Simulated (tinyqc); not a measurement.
Inside a calculation. Method: CIS and TDHF on RHF in the sto-3g basis, for H2O, spin multiplicity 1. One step of it, computed by the program tinyqc.

Question. CIS triplet states. Diagonalise A (1 hartree = 27.211386 eV); each vector has its largest component positive (the first on a tie).

CIS matrix A, triplet (hartree), lower triangle:
```
,1>6,1>7,2>6,2>7,3>6,3>7,4>6,4>7,5>6,5>7
1>6,20.012028
1>7,0.000000,20.092722
2>6,0.006985,0.000000,1.205630
2>7,0.000000,0.009787,0.000000,1.361003
3>6,0.000000,-0.009273,0.000000,-0.100596,0.614805
3>7,-0.009273,0.000000,-0.100596,0.000000,0.000000,0.751247
4>6,-0.020450,0.000000,-0.059069,0.000000,0.000000,-0.049723,0.446504
4>7,0.000000,-0.003764,0.000000,0.017722,-0.049723,0.000000,0.000000,0.557907
5>6,0.000000,0.000000,0.000000,0.000000,0.000000,0.000000,0.000000,0.000000,0.364228
5>7,0.000000,0.000000,0.000000,0.000000,0.000000,0.000000,0.000000,0.000000,0.000000,0.494078
```

Give: triplet excitation energies; lowest vectors.

Answer.

triplet excitation energies (eV): 9.9111  11.7347  13.4445  14.3521  17.1769  20.1991  33.4648  37.4166  544.5558  546.7511

lowest vectors:
```
,state 1,state 2,state 3,state 4,state 5,state 6
1>6,0.0000,0.0011,0.0000,0.0000,0.0000,0.0002
1>7,0.0000,0.0000,0.0000,0.0004,0.0002,0.0000
2>6,0.0000,0.0984,0.0000,0.0000,0.0000,0.1837
2>7,0.0000,0.0000,0.0000,0.0465,0.1281,0.0000
3>6,0.0000,0.0000,0.0000,0.5340,0.8350,0.0000
3>7,0.0000,0.1829,0.0000,0.0000,0.0000,0.9627
4>6,0.0000,0.9782,0.0000,0.0000,0.0000,-0.1985
4>7,0.0000,0.0000,0.0000,0.8442,-0.5352,0.0000
5>6,1.0000,0.0000,0.0000,0.0000,0.0000,0.0000
5>7,0.0000,0.0000,1.0000,0.0000,0.0000,0.0000
```
